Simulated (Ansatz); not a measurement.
`Cc1cccs1` → 5 C• + 6 H• + S•  (atomization)

Computed with Ansatz on PBE0-D4/def2-TZVP structures; ΔE is electronic, products minus reactants. CBS: MP2 limit from def2 TZ/QZ plus the TZ coupled-cluster correction, frozen cores. This one scheme is used for every species, atoms too. Functionals use def2-TZVPP. B3LYP here is the variant with VWN-RPA as its local correlation; programs differ in this. Open shells (•) are unrestricted, without spin–orbit coupling. Spin–orbit coupling would lower the free atoms: a little for C, S.

```csv
level,ΔE (kJ/mol)
revPBE-D4,5331.9
B97M-V,5306.9
BHLYP-D4,5109.7
BLYP,5205.0
PBE0,5334.7
B3LYP,5224.5
HF/def2-TZVPP,3856.3
MP2/def2-QZVPP,5349.7
```

Q: What does CCSD(T)/CBS give? (Estimate.)

A: The calculation gave: +5261.6 kJ/mol. The listed levels differ from it by 70.3, 45.3, -151.9, -56.6, 73.1, -37.1, -1405.3, 88.1 kJ/mol.

Largest T1 diagnostic among the species: 0.012.

The D4 term adds +50.3 kJ/mol with B3LYP and +26.2 kJ/mol with PBE0; it sums over pairs of atoms, weighted by their polarisabilities, and B3LYP, whose exchange is more repulsive, gets the larger term. In def2-TZVPP, CCSD(T) changes the Hartree–Fock value by +1275.4 kJ/mol (the triples alone add +102.4 kJ/mol) and MP2 by +1417.2 kJ/mol; breaking electron pairs costs correlation energy, which Hartree–Fock lacks. From BLYP to BHLYP (50 % exact exchange), in def2-TZVPP and without D4, ΔE moves by −132.3 kJ/mol: exact exchange takes away binding that semilocal exchange gives to molecules.

For atomizations the MP2-based limit and the directly extrapolated one differ by several kJ/mol either way, and by 10 to 25 for some Ge, Se and Sn compounds, so smaller differences from it don't rank the levels.
